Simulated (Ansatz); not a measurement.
# CoC: from a trial structure to a relaxed crystal

Level of theory: DFT PBE, scalar-relativistic, plane waves, PAW in Ansatz. Cutoff 420 eV, Γ-centred k mesh, Gaussian smearing, no spin polarisation in the final step.

CoC was placed on the CuPt (L1_1) structure type (R-3m, No. 166), with Co in place of Cu, C in place of Pt, at a guessed volume.

```yaml
crystal:
  lattice:
    - [1.15659, 0.66776, 3.68395]
    - [-1.15659, 0.66776, 3.68395]
    - [0.00000, -1.33552, 3.68395]
  atoms:
    - { symbol: Co, position: [0.00000, 0.00000, 0.00000] }
    - { symbol: C, position: [0.50000, 0.50000, 0.50000] }
```

Steps on the 12×12×12 mesh (2 atoms). 11 of 18 steps are shown, and the free energy counts from the last. Trial steps that were taken back and renewals of the plane-wave basis can be among the rows.

| step | ΔF (meV/atom) | V (Å³/atom) | P (GPa) |
| --- | --- | --- | --- |
| 1 | 1046.6 | 8.54 | -8.19 |
| 3 | 589.3 | 8.12 | -7.77 |
| 4 | 390.5 | 7.90 | -3.51 |
| 6 | 94.0 | 7.90 | -4.03 |
| 7 | 66.4 | 7.82 | -0.73 |
| 9 | 62.8 | 7.78 | 0.73 |
| 12 | 18.4 | 7.89 | 3.36 |
| 13 | 4.9 | 7.99 | 0.04 |
| 15 | 4.4 | 7.99 | 0.03 |
| 16 | 0.5 | 7.99 | 0.94 |
| 18 | 0.0 | 8.01 | 0.04 |

The cell was then made exact in the group found at 0.06 Å. A final relaxation ran on a 24×24×24 mesh. The relaxed crystal, Fm-3m (No. 225):

```cif
data_structure
_symmetry_space_group_name_H-M 'Fm-3m'
_symmetry_Int_Tables_number 225
_cell_length_a 4.0024
_cell_length_b 4.0024
_cell_length_c 4.0024
_cell_angle_alpha 90.000
_cell_angle_beta 90.000
_cell_angle_gamma 90.000
_cell_volume 64.12
loop_
_atom_site_label
_atom_site_type_symbol
_atom_site_symmetry_multiplicity
_atom_site_Wyckoff_symbol
_atom_site_fract_x
_atom_site_fract_y
_atom_site_fract_z
_atom_site_occupancy
Co1 Co 4 a 0.00000 0.00000 0.00000 1
C1 C 4 b 0.50000 0.00000 0.00000 1
```

* Volume per atom: 8.01 Å³
* Density: 7.35 g/cm³
* Energy over the elements: 0.80 eV/atom
* Gap on the 24×24×24 mesh: 0 eV (a metal)

Energies over the elements count from the elements' standard structures at the same level, with no empirical corrections.

The final run used a 24×24×24 mesh on its 2-atom cell and 0.10 eV smearing. For metals, differences of a few meV/atom aren't resolved.

A structure relaxed within its symmetry needn't be a true minimum.

Cost: 3 runs of about 1.2 core-minutes in all, on Intel Xeon Platinum 8488C (Sapphire Rapids) (shared hosts).